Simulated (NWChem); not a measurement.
# Total energies of CH2 (+1)

```xyz
3

C      0.0000     0.0000     0.0924
H      1.0572     0.0000    -0.2771
H     -1.0572     0.0000    -0.2771
```
Charge +1, spin multiplicity 2.

All runs are NWChem calculations. The geometry was optimised at UPBE/def2-SVP, a minimum by its harmonic frequencies.

Basis set: 6-31G* (18 functions).

```csv
method,total energy (Ha)
UHF,-38.56384
UMP2,-38.63291
UB2PLYP,-38.72447
UPBE,-38.70346
UB3LYP,-38.77120
ULDA (SVWN5),-38.35563
```

Total energies of different functionals aren't comparable as a measure of quality: only differences taken within one method are. 

The correlated methods keep 1 core orbital frozen. B3LYP has NWChem's definition, with VWN1-RPA local correlation. The Pople sets run with spherical d functions. This spin state was chosen for the runs; another may lie lower. The structure started from a generated list of species. The unpaired electrons of the parent sit in orbitals of symmetry a1 (C2v labels of the run); other states weren't searched. No SCF solution was tested for a lower state. Open-shell Hartree-Fock references start from PBE0 orbitals.
